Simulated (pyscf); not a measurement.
Elementary routes open to H₂Se + germane (GeH₄) in the gas phase (singlet surface):
A. H₃Ge–SeH + hydrogen (H₂) (H–Se, Ge–H broken; Ge–Se, H–H formed)
B. H₂Se + hydrogen (H₂) + germylene (GeH₂) [singlet] (H–Se, Ge–H, Ge–H broken; H–Se, H–H formed)

Structures and frequencies: ωB97X-D3(BJ)/def2-SVP in PySCF.

### Question
Rank the routes by free-energy barrier at 298 K, lowest first, for ωB97M-D3(BJ)/def2-TZVP energies (ideal gas, 1 atm, RRHO with modes under 100 cm⁻¹ raised to 100, one conformer, R ln 2 for chiral ones without a mode under 150 cm⁻¹).

### Answer
A (252.6 kJ/mol), B (287.9 kJ/mol)

Route A is the fastest of these, ahead of the next by 35.3 kJ/mol. The most stable products are those of A (ΔG = -30.8 kJ/mol), so kinetics and thermodynamics agree. At 1200 K A is still the fastest. B: On the product side the descent ends in a bound adduct (not fully relaxed), 38.7 kJ/mol under the separated species and 107.3 kJ/mol under the saddle at ωB97X-D3(BJ)/def2-TZVP. Only these routes are compared; each barrier is that of the saddle found, and lower ones may exist. Elements up to Kr have no core potential and no relativistic terms here.
